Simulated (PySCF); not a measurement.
## Mayer bond orders and bond lengths

Species: CHF3S.
Numbering: `[F:1][C:2]([F:3])([F:4])[SH:5]` (hydrogens: H6 on S5)

Geometry (PBE0-D3(BJ)/def2-SVP, Å), atoms numbered from 1 in this order:
```xyz
6
CHF3S angstrom
F     -1.1457    0.2020    0.8525
C     -0.3703    0.0739   -0.2202
F     -0.0523    1.3006   -0.6204
F     -1.0740   -0.5118   -1.1800
S      1.0910   -0.9460    0.1030
H      1.5515   -0.1187    1.0651
```

Bond orders from the PBE0/pcSseg-1 density (PySCF). Geometry: PBE0-D3(BJ)/def2-SVP; no solvent, vibrations or thermal averaging.

(1) Where do the orders between heavy atoms depart from those drawn in the SMILES?

(2) Give the Mayer order of every bond, beside its length.

(3) Sum the orders of all bonds at each heavy atom with more than one neighbour and set the sums beside the valence in the SMILES.

## Answers

(1) The largest departure is 0.052, at C2–S5 (drawn single, 1.052).

(2) 
```json
{"bond": "F1–C2", "drawn as": "single", "length (Å)": "1.330", "Mayer order": "1.022"}
{"bond": "C2–F3", "drawn as": "single", "length (Å)": "1.329", "Mayer order": "1.023"}
{"bond": "C2–F4", "drawn as": "single", "length (Å)": "1.326", "Mayer order": "1.024"}
{"bond": "C2–S5", "drawn as": "single", "length (Å)": "1.811", "Mayer order": "1.052"}
{"bond": "S5–H6", "drawn as": "single", "length (Å)": "1.350", "Mayer order": "0.923"}
```

(3) C2 4.121 (drawn 4), S5 1.975 (drawn 2). Orders between atoms that aren't bonded are not in these sums.

The Mayer order sums products of elements of PS (density times overlap matrix) between the two atoms' basis functions, so it depends on the basis set.

The run behind these numbers computed NMR shieldings as well. On Arm Neoverse N1, one thread, no GPU, on a shared host, this took 7.7 s wall.
